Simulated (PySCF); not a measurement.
# SiO: energy against distance

Set-up: PySCF, no relativity, basis sets Si def2-TZVPP, O def2-TZVPP. Energies in eV from Si + O in their ground configurations at the same level. State: ¹Σ⁺ (singlet), closed shell.

All columns are PBE0. A positive dipole means Si(−)O(+).

| R (Å) | E (eV) | μ (D) | Mulliken charge on Si (basis-dependent) | HOMO (eV) | LUMO (eV) | Mayer bond order | ⟨S²⟩ |
| --- | --- | --- | --- | --- | --- | --- | --- |
| 1.299 | -5.876 | -2.34 | 0.46 | -8.61 | -1.28 | 2.20 | 0.00 |
| 1.359 | -6.994 | -2.53 | 0.42 | -8.68 | -1.46 | 2.25 | 0.00 |
| 1.419 | -7.615 | -2.74 | 0.41 | -8.73 | -1.65 | 2.26 | 0.00 |
| 1.465 | -7.836 | -2.89 | 0.41 | -8.76 | -1.80 | 2.26 | 0.00 |
| 1.510 | -7.898 | -3.05 | 0.42 | -8.78 | -1.94 | 2.25 | 0.00 |
| 1.555 | -7.837 | -3.22 | 0.44 | -8.78 | -2.09 | 2.24 | 0.00 |
| 1.616 | -7.610 | -3.43 | 0.46 | -8.77 | -2.28 | 2.23 | 0.00 |
| 1.691 | -7.164 | -3.70 | 0.48 | -8.65 | -2.51 | 2.21 | 0.00 |
| 1.782 | -6.484 | -4.02 | 0.50 | -8.32 | -2.77 | 2.19 | 0.00 |
| 1.903 | -5.464 | -4.42 | 0.52 | -7.94 | -3.09 | 2.18 | 0.00 |

A fit through these points gives, at Re = 1.508 Å, μ = -3.05 D and dμ/dR = -3.56 D/Å; the reduced mass is 10.18 u.

Problem. How strong is the fundamental in the double-harmonic approximation, I = 42.26·(dμ/dR)²/μred km/mol?

Solution. I = 42.26·(-3.56)²/10.18 = 52.6 km/mol at PBE0.
